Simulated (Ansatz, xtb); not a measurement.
## Isomers of C2H3F3O in order of energy

5 gas-phase structures of C2H3F3O, found in a search over its isomers (lower ones may exist). Each was relaxed with GFN2-xTB; where two conformers were screened, the lower at r2SCAN-D4/def2-SVP is listed:

A. `COC(F)(F)F`, a singlet
B. `OCC(F)(F)F`, a singlet
C. `OC(F)(F)CF`, a singlet
D. `O[C@H](F)C(F)F`, a singlet
E. `FCOC(F)F`, a singlet

Task: Make a reasoned guess at their ranking by r2SCAN-D4/def2-SVP single-point energy.

Result: Calculated order at r2SCAN-D4/def2-SVP: A (0.0), B (4.1), C (5.0), D (11.8), E (12.0) kcal/mol. Less than 1 kcal/mol parts B and C; D and E, so the order within those pairs means little.

Energies above the lowest of each column, in kcal/mol; the last columns are at PBE-D3(BJ)/def2-SVP geometries (a dash: not run or not comparable):

```tsv
structure	GFN2-xTB	HF/STO-3G	r2SCAN-D4/def2-SVP	PBE-D3(BJ)/def2-SVP	CCSD(T)/def2-SVP + ΔMP2/def2-TZVPP
A	0.0	0.0	0.0	0.0	0.0
B	12.6	12.0	4.1	3.6	0.4
C	6.5	14.0	5.0	4.8	0.5
D	13.7	22.3	11.8	9.9	–
E	9.3	11.5	12.0	11.2	–
```

Every level run on A puts it lowest or level with the lowest. Flexible structures stand in one conformer each, not always the lowest. Frequencies (PBE-D3(BJ)/def2-SVP) were run for A, B, C alone. The ΔMP2 step shifts differences by up to 3.6 kcal/mol, which makes them less sure. ΔMP2 is the change of the MP2 energy from the smaller to the larger basis.

Over these structures GFN2-xTB departs from r2SCAN-D4/def2-SVP by 2.7 kcal/mol on average once a common shift is removed. A GFN2-xTB relaxation took about 0.14 s and the r2SCAN-D4/def2-SVP energy about 2.5 s on a shared host (Ansatz 0.2.0, xtb 6.7.1).
